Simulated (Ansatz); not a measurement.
`NC(F)(S)C=O` and `NC(F)(F)S` differ in one atom or group.

Ansatz, PBE0-D4/def2-TZVP geometries, multiplicity 1. Each molecule was computed in one conformer, which needn't be the lowest.

| property | `NC(F)(S)C=O` |
| --- | --- |
| LUMO energy (B3LYP/def2-TZVPP) / eV | -1.62 |
| size of the dipole moment (ωB97M-V/def2-TZVPP) / D | 2.52 |
| size of the dipole moment (PBE/def2-TZVPP) / D | 2.47 |
| HOMO energy (PBE/def2-TZVPP) / eV | -6.14 |
| HOMO energy (PBE0/def2-TZVPP) / eV | -7.61 |
| LUMO energy (ωB97M-V/def2-TZVPP) / eV | 0.86 |

Question: What does the change do to each property? (An estimate is asked.)

Answer: Computed: 
```
                                          property  `NC(F)(F)S`  shift
               LUMO energy (B3LYP/def2-TZVPP) / eV        -0.35   1.27
size of the dipole moment (ωB97M-V/def2-TZVPP) / D         1.91  -0.61
    size of the dipole moment (PBE/def2-TZVPP) / D         1.73  -0.74
                 HOMO energy (PBE/def2-TZVPP) / eV        -6.34  -0.20
                HOMO energy (PBE0/def2-TZVPP) / eV        -7.70  -0.09
             LUMO energy (ωB97M-V/def2-TZVPP) / eV         1.80   0.94
```

With PBE0 the HOMO falls by 0.09 eV and the LUMO rises by 1.32 eV, so the gap widens by about 1.41 eV. PBE moves the HOMO by -0.20 eV and ωB97M-V by -0.11 eV. Dipoles are sizes alone; their direction can turn.

B3LYP here is the variant with VWN-RPA as its local correlation; programs differ in this.
